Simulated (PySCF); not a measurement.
**ROCCSD(T)/STO-3G run of MgSH (SMILES [Mg][SH])**

What is the vertical doublet–quartet gap of MgSH at ROCCSD(T)/STO-3G? The job is set up through a Python script.

The results are computed with PySCF 2.14.0.

10 further runs of the same task are left out: 4 that didn't finish, 6 set aside as unsound or not needed.

## 1. The structure to begin with

The species is MgSH (3 atoms), meant as a doublet with charge 0. As SMILES, `[Mg][SH]`. Geometry: relaxed at PBE0-D4/def2-TZVP.

Bond lengths: Mg1–S2 2.325 Å, S2–H3 1.346 Å. Angles: Mg1–S2–H3 91.4°.

## 2. A single-point energy at ROCCSD(T)/STO-3G

File input.py:

```python
# [Mg][SH]
from pyscf import gto, scf, cc

mol = gto.M(
    atom=[
    ('Mg', (1.366100, -0.566400, 0.678300)),
    ('S', (-0.680600, -0.418400, -0.415200)),
    ('H', (-0.696400, 0.920100, -0.276400)),
],
    verbose=4,
    spin=1,
    basis='sto-3g',
    max_memory=1860,
    charge=0,
)

mf = scf.ROHF(mol)
mf.conv_tol = 1e-10
mf.kernel()
if not mf.converged:
    mf = mf.newton().run(mf.mo_coeff, mf.mo_occ)

mycc = cc.CCSD(mf, frozen=6)
mycc.kernel()
e_t = mycc.ccsd_t()
e_tot = mycc.e_tot + e_t
print('Final energy', e_tot)
```

On the command line:

```console
$ OMP_NUM_THREADS=1 python input.py
```

The log of the run:

```text
PySCF version 2.14.0

[INPUT] num. atoms = 3
[INPUT] num. electrons = 29
[INPUT] charge = 0
[INPUT] spin (= nelec alpha-beta = 2S) = 1
[INPUT] symmetry False subgroup None
[INPUT] Mole.unit = angstrom
[INPUT] Symbol           X                Y                Z      unit          X                Y                Z       unit  Magmom
[INPUT]  1 Mg     1.366100000000  -0.566400000000   0.678300000000 AA    2.581554858768  -1.070340876954   1.281801230292 Bohr   0.0
[INPUT]  2 S     -0.680600000000  -0.418400000000  -0.415200000000 AA   -1.286147600379  -0.790661410518  -0.784614286919 Bohr   0.0
[INPUT]  3 H     -0.696400000000   0.920100000000  -0.276400000000 AA   -1.316005273147   1.738737007212  -0.522320300830 Bohr   0.0

nuclear repulsion = 52.3254873523125
number of shells = 11
number of NR pGTOs = 57
number of NR cGTOs = 19
basis = sto-3g
ecp = {}

[... 37 lines left out ...]
converged SCF energy = -590.818881981935
[... 1 line left out ...]
WARN: RCCSD method does not support ROHF method. ROHF object is converted to UHF object and UCCSD method is called.
[... 12 lines left out ...]
Init t2, MP2 energy = -0.0431199563213613
[... 13 lines left out ...]
UCCSD converged
[... 2 lines left out ...]
Final energy -590.8771497139726
```

Wall time 1.1 s (1 thread of Arm Neoverse V1, shared host); peak memory 0.12 GiB.

## 3. The quartet

File start.xyz:

```xyz
3

Mg     1.366100    -0.566400     0.678300
S     -0.680600    -0.418400    -0.415200
H     -0.696400     0.920100    -0.276400
```

File run.py:

```python
from pyscf import gto, cc

mol = gto.Mole()
mol.atom = 'start.xyz'
mol.max_memory = 1860
mol.verbose = 4
mol.basis = 'sto-3g'
mol.spin = 3
mol.build()

hf = mol.ROHF()
hf.conv_tol = 1e-10
hf.kernel()
if not hf.converged:
    hf = hf.newton().run(hf.mo_coeff, hf.mo_occ)

mycc = cc.CCSD(hf, frozen=6)
mycc.kernel()
e_t = mycc.ccsd_t()
e_final = mycc.e_tot + e_t
print('Final energy', e_final)
```

On the command line:

```console
$ OMP_NUM_THREADS=1 python run.py
```

The log of the run:

```text
PySCF version 2.14.0

[INPUT] num. atoms = 3
[INPUT] num. electrons = 29
[INPUT] charge = 0
[INPUT] spin (= nelec alpha-beta = 2S) = 3
[INPUT] symmetry False subgroup None
[INPUT] Mole.unit = angstrom
[INPUT] Symbol           X                Y                Z      unit          X                Y                Z       unit  Magmom
[INPUT]  1 Mg     1.366100000000  -0.566400000000   0.678300000000 AA    2.581554858768  -1.070340876954   1.281801230292 Bohr   0.0
[INPUT]  2 S     -0.680600000000  -0.418400000000  -0.415200000000 AA   -1.286147600379  -0.790661410518  -0.784614286919 Bohr   0.0
[INPUT]  3 H     -0.696400000000   0.920100000000  -0.276400000000 AA   -1.316005273147   1.738737007212  -0.522320300830 Bohr   0.0

nuclear repulsion = 52.3254873523125
number of shells = 11
number of NR pGTOs = 57
number of NR cGTOs = 19
basis = sto-3g
ecp = {}

[... 51 lines left out ...]
converged SCF energy = -590.520427998491
[... 1 line left out ...]
WARN: RCCSD method does not support ROHF method. ROHF object is converted to UHF object and UCCSD method is called.
[... 12 lines left out ...]
Init t2, MP2 energy = -0.0294283024082947
[... 20 lines left out ...]
UCCSD converged
[... 2 lines left out ...]
Final energy -590.5675207334873
```

Wall time 1.2 s (1 thread of Arm Neoverse V1, shared host); peak memory 0.12 GiB.

## 4. Summary of results

At ROCCSD(T)/STO-3G, 6 core orbitals frozen:

| quantity | value |
| --- | --- |
| doublet: total energy | -590.87715 Eh |
| doublet: dipole moment (Hartree–Fock density) | 5.45 D |
| doublet: correlation energy (6 core orbitals frozen) | -58.3 mEh |
| doublet: (T) correction | -1.52 mEh |
| doublet: ⟨S²⟩ of the reference determinant | 0.750 |
| doublet: T1 diagnostic | 0.018 |
| quartet: total energy | -590.56752 Eh |
| quartet: dipole moment (Hartree–Fock density) | 5.82 D |
| quartet: correlation energy (6 core orbitals frozen) | -47.1 mEh |
| quartet: (T) correction | -3.60 mEh |
| quartet: ⟨S²⟩ of the reference determinant | 3.750 |
| quartet: T1 diagnostic | 0.074 |
| vertical energy of the quartet above the doublet | 8.425 eV |

What this shows: At this shape the quartet lies 8.43 eV (813 kJ/mol) above the doublet. In a minimal basis such a difference can be off by several eV, whatever the method. Mulliken charges (doublet) of the mean-field density run from -0.38 on S2 to +0.51 on Mg1. The triples (doublet) make up 2.6 % of the correlation energy. The T1 diagnostic (quartet) of 0.074 is above the customary mark for such species, so a single reference may not serve. The triples (quartet) make up 7.6 % of the correlation energy.
